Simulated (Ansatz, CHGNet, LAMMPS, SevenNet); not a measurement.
## How well does each level of theory give the surface energy (computed: mean of the (100), (110) and (111) faces) of bcc Nb?

Reference value: 2.7 J/m² (measured, temperature not stated, polycrystal, from liquid surface tension, average; as tabulated in doi:10.1021/acs.jctc.3c00612).

```tsv
level (code)	value (J/m²)
Morse jacobson2022 (LAMMPS)	6.52
CHGNet-r²SCAN (CHGNet)	[?]
SevenNet-0 (SevenNet)	2.59
UF3 Nb.uf3 (LAMMPS)	[?]
LDA (Ansatz)	2.62
PBEsol (Ansatz)	2.52
```

Problem. Some entries are withheld; supply them.

Solution. 
- CHGNet-r²SCAN (CHGNet), value (J/m²): 1.71
- UF3 Nb.uf3 (LAMMPS), value (J/m²): 2.01

Differences against the reference: Morse jacobson2022 +141 %, CHGNet-r²SCAN -37 %, SevenNet-0 -4.1 %, UF3 Nb.uf3 -26 %, LDA -3.0 %, PBEsol -6.7 %.

Leaving aside Morse jacobson2022, which can be fitted to such values or carry a doubt: Nearest, and too close to rank with a margin of 10.0 % (twice that across the reference) picked here for doubts on the reference and the settings, and for temperature and zero-point motion: LDA (-3.0 %), SevenNet-0 (-4.1 %), PBEsol (-6.7 %). CHGNet-r²SCAN (-37 %) lies farthest from it. Within 20 %: SevenNet-0, LDA, PBEsol.

Computed faces are unreconstructed. Morse jacobson2022: pair potentials favour close packing, so symmetry can be all that holds this lattice. Each level is taken at its own relaxed cell. Ansatz's density-functional and Hartree–Fock values are scalar-relativistic unless marked +SOC, with PAW data made under PBE.

Empirical potentials (Morse jacobson2022) are fitted to chosen data, which need not cover the solid at hand: agreement can be built in, and what lay outside the fit can be far off. Machine-learned potentials (CHGNet-r²SCAN, SevenNet-0, UF3 Nb.uf3) are trained on DFT data, which may include these solids.

Differences are worked out from the printed values.

Ansatz is an electronic-structure program.
